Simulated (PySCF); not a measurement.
## Magnetic susceptibility: SMILES s1cc(Cl)nn1, C2HClN2S

Cartesian coordinates in Å; atom numbers follow the order of the lines, from 1:
```xyz
7

Cl   -1.9241   -1.3026   -0.2940
C    -0.4772   -0.5530    0.0073
C    -0.3226    0.7780    0.1767
S     1.3567    1.1366    0.2741
N     1.7029   -0.4877    0.1262
N     0.6655   -1.2424    0.0627
H    -0.9372    1.7190    0.1384
```

Theory: GIAO PBE/pcSseg-1 magnetisability, rotational g tensor and spin-rotation constants, non-relativistic, gas phase in PySCF. Geometry: GFN2-xTB, normal-mode sample at 300 K.

Problem. How diamagnetic is it, and how anisotropic?

Solution. Isotropic -973 × 10⁻³⁰ J/T², or -58.6 × 10⁻⁶ cm³/mol; principal values -1551, -759, -610 × 10⁻³⁰ J/T², anisotropy 876 × 10⁻³⁰ J/T² (root of half the summed squared differences of the principal values). The susceptibility is in cgs units.

Problem. Split it along the inertial axes a, b, c into diamagnetic and paramagnetic parts about the centre of mass, with the quadrupole moment.

Solution. 
```
axis  χ (10⁻⁶ cm³/mol)  diamagnetic (10⁻⁶ cm³/mol)  paramagnetic (10⁻⁶ cm³/mol)  summed x² of all electrons (Å²)  quadrupole Θ (D Å)
   a             -37.4                      -227.7                        190.2                            165.4               +2.29
   b             -45.2                      -744.6                        699.5                             43.5               -1.86
   c             -93.3                      -886.4                        793.1                             10.1               -0.43
```
Anisotropies 2χaa − χbb − χcc = +63.6 and 2χbb − χaa − χcc = +40.4 × 10⁻⁶ cm³/mol. Θ is traceless in Buckingham's convention.

Problem. And the rotational g tensor?

Solution. 
```tsv
axis	rotational constant (GHz)	g	nuclear part	electronic part
a	8.1057	-0.1838	0.5407	-0.7245
b	1.5976	-0.0286	0.4964	-0.5250
c	1.3363	+0.0058	0.5037	-0.4979
```
Asymmetric top; isotopes 12C, 35Cl, 1H, 14N, 32S; no vibrational averaging.
